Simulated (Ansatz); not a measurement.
# Si2H5 (doublet): the correlation ladder at distance Si1–H5 along a hydrogen transfer = 1.485 Å, cc-pVDZ

The task here is to estimate one member of a computed series from the others.

Computed with Ansatz 0.2.0, Gaussian basis. Level: cc-pVDZ, core rule «outside noble gas», up to 10 orbitals frozen.

Plan: UHF; CCSD(T) on ROHF; CCSD(T) on UHF; BCCD(T) on ROHF; CISD; CCSDT(Q) on ROHF; CCSDT(Q) on UHF; CASSCF and MRCISD+Q, 3 electrons in 3 orbitals; CASSCF and NEVPT2, 3 electrons in 3 orbitals.

## What is computed

The geometry derives from fragments relaxed apart (PBE0/def2-TZVP) and kept rigid, so it is no stationary point. A hydrogen atom is moved between rigid fragments.

7 atoms, charge 0, spin multiplicity 2.

Atoms are counted from 1 here; the program's logs count them from 0.

Bond lengths: Si1–H2 1.485 Å, Si1–H3 1.485 Å, Si1–H4 1.485 Å, Si1–H5 1.485 Å, Si6–H7 1.532 Å. Angles: H2–Si1–H3 109.5°, H2–Si1–H4 109.5°, H2–Si1–H5 109.5°, H3–Si1–H4 109.5°, H3–Si1–H5 109.5°, H4–Si1–H5 109.5°.

The first run:

in.yaml

```yaml
crystal:
  periodic: [false, false, false]
  atoms:
    - {symbol: Si, position_ang: [-1.566462, 0.024363, 0.000000]}
    - {symbol: H, position_ang: [-2.061334, 1.424071, 0.000001]}
    - {symbol: H, position_ang: [-2.061333, -0.675491, 1.212183]}
    - {symbol: H, position_ang: [-2.061334, -0.675491, -1.212182]}
    - {symbol: H, position_ang: [-0.081847, 0.024363, 0.000000]}
    - {symbol: Si, position_ang: [1.715538, 0.024363, -0.000001]}
    - {symbol: H, position_ang: [2.111972, -1.455151, -0.000001]}
basis:
  gaussian: {orbitals: cc-pVDZ}
magnetization: {spin_polarized: true, initial_magnetization: 1}
hamiltonian: {xc: hf}
output: {orbitals: {seedname: orbitals}}
```

On the command line:

```bash
$ ansatz run in.yaml --threads 1 --pin off --events-out ev --progress --plain --max-ram 2816MiB --backend cpu
```

Steps of the session up to this table: UHF; CCSD(T) on ROHF; CCSD(T) on UHF; BCCD(T) on ROHF; CISD; CCSDT(Q) on ROHF; CCSDT(Q) on UHF; CASSCF and MRCISD+Q, 3 electrons in 3 orbitals; CASSCF and NEVPT2, 3 electrons in 3 orbitals.

One of the session's tables, all rows but one given; the rest of the session is left out.

```
       method  from UCCSDT(Q) (kJ/mol)
         ROHF                   +668.9
          UHF                   +657.2
         RMP2                   +155.1
         UMP2                   +157.0
         CISD                    +82.1
        RCCSD                    +18.7
        UCCSD                    +18.4
     RCCSD(T)                     +3.9
     UCCSD(T)                     +4.0
      BCCD(T)                     +3.9
       RCCSDT                     +0.5
       UCCSDT                     +0.5
    RCCSDT(Q)                      0.0
    UCCSDT(Q)                        0
  CASSCF pair                   +629.9
  NEVPT2 pair                   +154.3
  MRCISD pair                    +73.6
MRCISD+Q pair                        ?
```

**Question.** Estimate the row for MRCISD+Q pair.

The run gave: from UCCSDT(Q) (kJ/mol): +4.8. In the column «from UCCSDT(Q) (kJ/mol)» it lies between UCCSD(T) (+4.0) and UCCSD (+18.4).

Caveats from the session: Restricted and unrestricted rows rest on different reference determinants; where their highest levels disagree by more than a few hundredths of an eV, they describe different states and don't form one ladder.
